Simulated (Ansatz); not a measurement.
B₂F⁺. Charge 1, multiplicity 3. Geometry PBE0-D4/def2-TZVP, that of the neutral doublet; atoms count from 1.

```tsv
atom	x (Å)	y (Å)	z (Å)
B1	-0.093	-0.129	-0.019
B2	1.433	0.060	0.252
F3	-1.340	0.069	-0.233
```

At PBE0-D4/def2-TZVP a singlet of charge 1 lies 0.15 eV below the triplet, each at its own geometry. The structure comes from a short search, and lower isomers may exist.

Problem. Estimate the Mulliken populations from the PBE0/def2-TZVP orbitals of Ansatz.

Solution. 
```json
{"atom": "B1", "charge (e)": "0.54", "spin (α − β)": "0.47"}
{"atom": "B2", "charge (e)": "0.46", "spin (α − β)": "1.51"}
{"atom": "F3", "charge (e)": "0.00", "spin (α − β)": "0.03"}
```
Mulliken values depend strongly on the basis.

Problem. Where does the spin sit?

Solution. Summed by element: B 1.97, F 0.03, of 2 unpaired in all. Largest on single atoms: B2 1.51, B1 0.47, F3 0.03.

Problem. And the Mayer bond orders between heavy atoms (over 0.3)?

Solution. B1–B2 1.44 (1.56 Å); B1–F3 1.53 (1.28 Å).
